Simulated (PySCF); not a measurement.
Start geometry of fluoroacetylene, `C#CF` from MMFF94s (Å):
```
atom  x, y, z in Å
C1    -0.640    0.024   -0.021
C2     0.507   -0.019   -0.374
F3     1.789   -0.066   -0.768
H4    -1.656    0.061    0.291
```

Task: What comes out of this run: PBE0-D3(BJ)/def2-SVP geometry optimisation, gas phase (PySCF 2.14.0)?

Result: 
```
atom  x, y, z in Å
C1    -0.612    0.000    0.005
C2     0.519    0.000   -0.407
F3     1.712    0.000   -0.843
H4    -1.619    0.000    0.373
```

The energy falls by 12.9 kJ/mol over 12 energy and gradient evaluations, the largest force component goes from 0.0689 to 7.0e-05 Eh/bohr, and the atoms move by 0.029 Å rms after alignment. The bond that changes most is C2–F3 (ends: alkyne carbon; fluorine bonded to C), which shortens by 0.072 Å. Bonds longer at the end by more than 0.005 Å: 1 of 3; shorter: 1. The orientation of the end geometry is arbitrary; only internal coordinates are fixed.

The run used 47 basis functions and 73 SCF cycles in all.

Not checked by PBE0-D3(BJ)/def2-SVP frequencies.
